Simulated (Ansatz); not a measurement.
# AlPH (doublet): the correlation ladder, def2-QZVPP

One table from this session's results is given with a row withheld; the runs are named, their logs left out.

Computed with Ansatz 0.2.0, Gaussian basis. Level: def2-QZVPP, core rule «outside noble gas», up to 10 orbitals frozen.

The runs, in order: UHF; ROHF; CCSD(T) on UHF.

## What is computed

The geometry is a PBE0/def2-TZVP stationary point (not a proven minimum) of the parent state, kept for this charge and spin.

3 atoms, charge 0, spin multiplicity 2.

Atoms are counted from 1 here; the program's logs count them from 0.

Bond lengths: Al1–P2 2.392 Å, P2–H3 1.430 Å. Angles: Al1–P2–H3 98.4°.

The first run:

Input file in.yaml:

```yaml
crystal:
  periodic: [false, false, false]
  atoms:
    - {symbol: Al, position_ang: [0.000000, 0.034843, 1.300562]}
    - {symbol: P, position_ang: [0.000000, -0.073644, -1.088657]}
    - {symbol: H, position_ang: [0.000000, 1.330368, -1.360548]}
basis:
  gaussian: {orbitals: "def2-QZVPP.json"}
magnetization: {spin_polarized: true, initial_magnetization: 1}
hamiltonian: {xc: hf}
output: {orbitals: {seedname: orbitals}}
```

On the command line:

```bash
$ ansatz run in.yaml --threads 1 --pin off --events-out ev --progress --plain --max-ram 2393MiB
```

Among the steps run: UHF; ROHF; CCSD(T) on UHF.

One table of the session follows, with a row left open; its other results are not shown here.

It belongs to the step «Misses and costs». 

```
  method  from UCCSD(T) (meV)
    ROHF              +6571.4
     UHF              +6422.0
    UMP2                    ?
   UCCSD               +293.5
UCCSD(T)                    0
```

Q: Estimate the row for UMP2 from the others.

As computed: from UCCSD(T) (meV): +1234.9. In the column «from UCCSD(T) (meV)» it lies between UCCSD (+293.5) and UHF (+6422.0).

To keep in mind: Warnings: spin contamination; coupled cluster took another determinant than the lowest.
